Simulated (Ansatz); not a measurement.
Two isomers of C4H8O2: A = `C1COCCO1`, B = `CCCC(=O)O`.

Computed with Ansatz on PBE0-D4/def2-TZVP structures; ΔE is electronic, products minus reactants. CBS: MP2 limit from def2 TZ/QZ plus the TZ coupled-cluster correction, frozen cores. DFT in def2-TZVPP. B3LYP here is the variant with VWN-RPA as its local correlation; programs differ in this. One conformer a species, not always the lowest.

(1) Which isomer does CCSD(T)/CBS put lower? Give the gap. (Best estimate.)

(2) Give E(B) − E(A) in kcal/mol with HF/def2-TZVPP, CCSD(T)/def2-TZVPP, B3LYP, CCSD/def2-TZVPP, PBE-D4, B3LYP-D4, PBE0-D4. (Estimate.)

Largest T1 diagnostic: 0.013.

Results:

(1) Ansatz gave: B, by 35.5 kcal/mol.

(2) Computed: HF/def2-TZVPP -37.1, CCSD(T)/def2-TZVPP -35.8, B3LYP -37.7, CCSD/def2-TZVPP -35.2, PBE-D4 -36.9, B3LYP-D4 -36.9, PBE0-D4 -34.9. None reverses the order clearly.

The D4 term adds +0.8 kcal/mol with B3LYP and +0.3 kcal/mol with PBE0; it sums over pairs of atoms, weighted by their polarisabilities, and B3LYP, whose exchange is more repulsive, gets the larger term. From PBE to PBE0 (25 % exact exchange), in def2-TZVPP and without D4, E(B) − E(A) moves by +2.1 kcal/mol.
